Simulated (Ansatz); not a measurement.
One change: `FC(Cl)(Cl)Cl` becomes `CC(F)(Cl)Cl`.

Ansatz, PBE0-D4/def2-TZVP geometries, multiplicity 1. 

```tsv
property	`FC(Cl)(Cl)Cl`
LUMO energy (ωB97M-V/def2-TZVPP) / eV	1.13
HOMO energy (B3LYP/def2-TZVPP) / eV	-8.83
HOMO–LUMO gap (B3LYP/def2-TZVPP) / eV	7.40
HOMO energy (ωB97M-V/def2-TZVPP) / eV	-11.38
LUMO energy (PBE/def2-TZVPP) / eV	-2.23
HOMO–LUMO gap (PBE/def2-TZVPP) / eV	5.41
```

What does the change do to each property? (Estimate.)

Computed: 
| property | `CC(F)(Cl)Cl` | shift |
| --- | --- | --- |
| LUMO energy (ωB97M-V/def2-TZVPP) / eV | 2.08 | 0.95 |
| HOMO energy (B3LYP/def2-TZVPP) / eV | -8.59 | 0.24 |
| HOMO–LUMO gap (B3LYP/def2-TZVPP) / eV | 8.12 | 0.72 |
| HOMO energy (ωB97M-V/def2-TZVPP) / eV | -11.14 | 0.24 |
| LUMO energy (PBE/def2-TZVPP) / eV | -1.30 | 0.93 |
| HOMO–LUMO gap (PBE/def2-TZVPP) / eV | 6.11 | 0.70 |

With PBE0 the HOMO rises by 0.26 eV and the LUMO rises by 0.97 eV, so the gap widens by about 0.71 eV. PBE moves the HOMO by 0.24 eV and ωB97M-V by 0.24 eV. The zero-point energy changes by 98.9 kJ/mol with +9 modes.

B3LYP here is the variant with VWN-RPA as its local correlation; programs differ in this.
